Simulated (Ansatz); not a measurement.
# H12HoO6 ([Ho(H2O)6]3+): the cost of one run

Computed with Ansatz 0.2.0, Gaussian basis. Level: UKS PBE-D4/def2-SVP.

Plan: relaxation at PBE-D4/def2-SVP; a search for the lowest solution at PBE0-D4/def2-SVP; a single point at PBE0-D4/def2-TZVP.

## (1) Where the work starts

19 atoms, charge 3, spin multiplicity 5.

Atoms are counted from 1 here; the program's logs count them from 0.

Bond lengths: Ho1–O2 2.339 Å, Ho1–O5 2.339 Å, Ho1–O8 2.339 Å, Ho1–O11 2.339 Å, Ho1–O14 2.339 Å, Ho1–O17 2.339 Å, O2–H3 0.980 Å, O2–H4 0.980 Å, O5–H6 0.980 Å, O5–H7 0.980 Å, O8–H9 0.980 Å, O8–H10 0.980 Å, O11–H12 0.980 Å, O11–H13 0.980 Å, O14–H15 0.980 Å, O14–H16 0.980 Å, O17–H18 0.980 Å, O17–H19 0.980 Å. Angles: O2–Ho1–O5 179.9°, O2–Ho1–O8 89.9°, O2–Ho1–O11 90.2°, O2–Ho1–O14 90.0°, O2–Ho1–O17 89.7°, O5–Ho1–O8 90.2°, O5–Ho1–O11 89.7°, O5–Ho1–O14 90.0°, O5–Ho1–O17 90.4°, O8–Ho1–O11 180.0°, O8–Ho1–O14 89.8°, O8–Ho1–O17 90.3°, O11–Ho1–O14 90.2°, O11–Ho1–O17 89.7°, O14–Ho1–O17 179.6°, Ho1–O2–H3 129.0°, Ho1–O2–H4 128.9°, H3–O2–H4 102.1° and more.

Ho takes a core potential in the def2 sets. No spin-orbit coupling is included. The ion is computed in the gas phase, without counter-ions or solvent.

The start is a GFN2-xTB geometry.

## (2) Relaxation at PBE-D4/def2-SVP

in.yaml

```yaml
crystal:
  periodic: [false, false, false]
  atoms:
    - {symbol: Ho, position_ang: [0.001880, -0.000490, -0.002160]}
    - {symbol: O, position_ang: [0.173200, 0.187020, 2.322760]}
    - {symbol: H, position_ang: [0.152310, 0.992690, 2.879870]}
    - {symbol: H, position_ang: [0.283570, -0.521440, 2.990460]}
    - {symbol: O, position_ang: [-0.172570, -0.185710, -2.327120]}
    - {symbol: H, position_ang: [-0.267870, 0.523580, -2.996700]}
    - {symbol: H, position_ang: [-0.169060, -0.992900, -2.882650]}
    - {symbol: O, position_ang: [2.327040, 0.174410, -0.181560]}
    - {symbol: H, position_ang: [2.993010, 0.292510, 0.527500]}
    - {symbol: H, position_ang: [2.886000, 0.147720, -0.985970]}
    - {symbol: O, position_ang: [-2.323710, -0.174920, 0.175790]}
    - {symbol: H, position_ang: [-2.882520, -0.166410, 0.980630]}
    - {symbol: H, position_ang: [-2.990720, -0.274630, -0.535340]}
    - {symbol: O, position_ang: [-0.179000, 2.325360, -0.175910]}
    - {symbol: H, position_ang: [-0.985510, 2.881770, -0.176630]}
    - {symbol: H, position_ang: [0.531690, 2.993730, -0.267690]}
    - {symbol: O, position_ang: [0.177040, -2.325620, 0.185340]}
    - {symbol: H, position_ang: [-0.535170, -2.989830, 0.294100]}
    - {symbol: H, position_ang: [0.980400, -2.886850, 0.175250]}
basis:
  gaussian: {orbitals: def2-SVP}
total_charge: 3
magnetization: {spin_polarized: true, initial_magnetization: 4}
hamiltonian: {xc: pbe, dispersion: d4}
scf: {lower_state_search: "off"}
output: {orbitals: {seedname: orbitals}}
relax: {f_tol: 0.03, max_steps: 70}
```

Command:

```bash
$ ansatz run in.yaml --threads 4 --pin off --events-out ev --progress --plain --max-ram 6963MiB
```

What time and memory should one allow on 4 threads of Arm Neoverse V2, shared host?

About 58 s, with a peak of 0.91 GiB.
